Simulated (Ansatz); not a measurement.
System: CsCl-type TlBr. Method: PBE0-D3(BJ) (Ansatz, a quantum-chemistry and plane-wave program, PAW).

Run with plane-wave cutoff 460 eV, 6×6×6 k mesh, Fermi–Dirac smearing 0.01 eV, scalar-relativistic PAW data made under PBE.

Cell (relaxed at this level):

```cif
data_BrTl
_chemical_formula_sum 'Tl1 Br1'
_space_group_name_H-M_alt 'Pm-3m'
_space_group_IT_number 221
_space_group_name_Hall '-P 4 2 3'
_cell_length_a 3.94333
_cell_length_b 3.94333
_cell_length_c 3.94333
_cell_angle_alpha 90.000
_cell_angle_beta 90.000
_cell_angle_gamma 90.000
loop_
_atom_site_label
_atom_site_type_symbol
_atom_site_symmetry_multiplicity
_atom_site_Wyckoff_symbol
_atom_site_fract_x
_atom_site_fract_y
_atom_site_fract_z
_atom_site_occupancy
Tl1 Tl 1 a 0.00000 0.00000 0.00000 1
Br1 Br 1 b 0.50000 0.50000 0.50000 1
```

Problem. Give the computed band gap and direct gap at Γ.

Solution. 
- band gap = 3.07 eV (on the SCF k mesh)
- direct gap at Γ = 10.21 eV

Measured, for comparison: band gap 2.68 eV (temperature not stated, no zero-point or thermal correction, detector crystals, literature values; as tabulated in Piasecki et al. (2022), doi:10.1039/d1ma01259b).

Spin–orbit coupling is not included; with these elements it can move the gap by several tenths of an eV or more.

Static lattice: no zero-point or thermal effects.

Computing time: about 7 core-minutes (a rough figure).
